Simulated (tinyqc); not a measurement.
RKS/B3LYP (VWN-RPA form) in the sto-6g basis, for HF, spin multiplicity 1, step by step (part 2 of 2). Computed by tinyqc, a small Python program that keeps every step (integrals from PySCF). Command: `OMP_NUM_THREADS=1 python tinyqc.py 27826 27827 out.jsonl` (the two numbers bound the seeds that draw the settings). One thread of a shared host (Intel(R) Xeon(R) Processor @ 2.60GHz), about 0.9 s of CPU time with the checks.

Geometry (angstrom):
```
atom         x         y         z
F     0.000000  0.000000  0.000000
H     0.000000  0.000000  1.292000
```

## Iteration 10 (converged): orbitals

converged F (hartree):
```
             1F 1s      1F 2s     1F 2px     1F 2py     1F 2pz      2H 1s
1F 1s   -24.672828  -6.020861   0.000000   0.000000  -0.010898  -0.552211
1F 2s    -6.020861  -2.417491   0.000000   0.000000  -0.045231  -0.453139
1F 2px    0.000000   0.000000  -0.184177   0.000000   0.000000   0.000000
1F 2py    0.000000   0.000000   0.000000  -0.184177   0.000000   0.000000
1F 2pz   -0.010898  -0.045231   0.000000   0.000000  -0.183123  -0.245828
2H 1s    -0.552211  -0.453139   0.000000   0.000000  -0.245828  -0.247413
```

X:
```
            1F 1s      1F 2s    1F 2px    1F 2py     1F 2pz      2H 1s
1F 1s    1.021465  -0.123172  0.000000  0.000000  -0.002415   0.012284
1F 2s   -0.123172   1.046604  0.000000  0.000000   0.021846  -0.133730
1F 2px   0.000000   0.000000  1.000000  0.000000   0.000000   0.000000
1F 2py   0.000000   0.000000  0.000000  1.000000   0.000000   0.000000
1F 2pz  -0.002415   0.021846  0.000000  0.000000   1.018718  -0.115034
2H 1s    0.012284  -0.133730  0.000000  0.000000  -0.115034   1.043378
```

Diagonalise F' = X^T F X, C = X C', fill 5 alpha and 5 beta electrons from the bottom; D = 2 C_occ C_occ^T. Each column has its largest component positive (the first on a tie).

F' = X^T F X (hartree):
```
            1          2          3          4          5          6
1  -24.277506  -3.048946   0.000000   0.000000  -0.018421  -0.049106
2   -3.048946  -1.366496   0.000000   0.000000  -0.003969  -0.200933
3    0.000000   0.000000  -0.184177   0.000000   0.000000   0.000000
4    0.000000   0.000000   0.000000  -0.184177   0.000000   0.000000
5   -0.018421  -0.003969   0.000000   0.000000  -0.136353  -0.218148
6   -0.049106  -0.200933   0.000000   0.000000  -0.218148  -0.128993
```

orbital energies (hartree): MO1 -24.676554, MO2 -1.012707, MO3 -0.323732, MO4 -0.184177, MO5 -0.184177, MO6 0.103645

coefficients C:
```
              MO1        MO2        MO3        MO4       MO5        MO6
1F 1s    0.996887  -0.245673   0.052810   0.000000  0.000000   0.042325
1F 2s    0.013244   0.995507  -0.273324   0.000000  0.000000  -0.250988
1F 2px   0.000000   0.000000   0.000000  -0.065340  0.997863   0.000000
1F 2py   0.000000   0.000000   0.000000   0.997863  0.065340   0.000000
1F 2pz   0.000895   0.054474   0.679467   0.000000  0.000000  -0.766067
2H 1s   -0.002074   0.099142   0.608410   0.000000  0.000000   0.860180
```

D after iteration 10:
```
            1F 1s      1F 2s    1F 2px    1F 2py     1F 2pz      2H 1s
1F 1s    2.113853  -0.491600  0.000000  0.000000   0.046785   0.011413
1F 2s   -0.491600   2.131832  0.000000  0.000000  -0.262947  -0.135249
1F 2px   0.000000   0.000000  2.000000  0.000000   0.000000   0.000000
1F 2py   0.000000   0.000000  0.000000  2.000000   0.000000   0.000000
1F 2pz   0.046785  -0.262947  0.000000  0.000000   0.929287   0.837587
2H 1s    0.011413  -0.135249  0.000000  0.000000   0.837587   0.759993
```

Within a degenerate level the vectors are fixed only up to a rotation; this is one choice.

## Convergence

Stop when the energy changes by less than 1e-10 hartree and every element of the error matrix X^T (F D S - S D F) X is below 3e-06.

Course of the cycle:
```
iteration   E (hartree)     change  largest element of the error matrix
1          -83.64049927          -                             2.03e+01
2          -99.53215951  -1.59e+01                             5.46e-01
3          -99.48171684   5.04e-02                             6.66e-01
4          -99.81897460  -3.37e-01                             1.17e-02
5          -99.81914547  -1.71e-04                             4.38e-03
6          -99.81915412  -8.65e-06                             1.49e-03
7          -99.81915521  -1.09e-06                             1.83e-04
8          -99.81915522  -1.59e-08                             1.91e-05
9          -99.81915522  -1.75e-10                             1.10e-08
10         -99.81915522  -2.84e-14                             6.87e-11
```

PySCF RKS in the same basis, fine grid = -99.81422506 hartree

Converged in 10 iterations. The coarse grid moves the energy by -4.93e-03 hartree.

## Populations, bond orders and dipole

overlap S:
```
           1F 1s     1F 2s    1F 2px    1F 2py    1F 2pz     2H 1s
1F 1s   1.000000  0.232479  0.000000  0.000000  0.000000  0.021251
1F 2s   0.232479  1.000000  0.000000  0.000000  0.000000  0.244421
1F 2px  0.000000  0.000000  1.000000  0.000000  0.000000  0.000000
1F 2py  0.000000  0.000000  0.000000  1.000000  0.000000  0.000000
1F 2pz  0.000000  0.000000  0.000000  0.000000  1.000000  0.214449
2H 1s   0.021251  0.244421  0.000000  0.000000  0.214449  1.000000
```

Mulliken: Z minus the diagonal of D S on the atom; Loewdin: the same with S^(1/2) D S^(1/2); Mayer order: 2 sum_s sum (D(s) S)_ij (D(s) S)_ji over the two atoms.

Charges (e):
```
atom   Mulliken    Loewdin
1F    -0.093203  -0.077745
2H     0.093203   0.077745
```

Mayer bond orders:
```
pair     order
2-1   0.991313
```

dipole moment about the origin, x y z (debye): 0.000000  0.000000  0.923523
